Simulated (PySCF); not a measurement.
Argon: a sound run and one with changed settings

Sound run: Ar [Ar], Ar⁺ [Ne] 3s2 3p5. Calculation: PySCF 2.14, in aug-cc-pV(D+d)Z; no relativity, point nucleus. In the sound run the correlated levels freeze [Ne]. The sound run starts from symmetry-adapted Hartree-Fock orbitals and uses a fine grid where one is needed.

Changed run: a valence shell is frozen. This setting is unsound on purpose.

```
species   method  sound run (hartree)  changed run (hartree)  converged
     Ar      MP2           -526.96048             -526.93051        yes
     Ar  CCSD(T)           -526.97719             -526.94330        yes
    Ar⁺      MP2           -526.38484             -526.34699        yes
    Ar⁺  CCSD(T)           -526.40695             -526.36101        yes
```

Ionisation energy of Ar:

```
 method  sound run (eV)  changed run (eV)
    UHF          14.674            14.674
    MP2          15.664            15.878
SCS-MP2          15.562            15.818
   CCSD          15.492            15.817
CCSD(T)          15.517            15.845
```

Freezing a valence shell removes pair correlation that changes on ionisation.

For comparison, NIST gives 15.760 eV between the lowest levels.
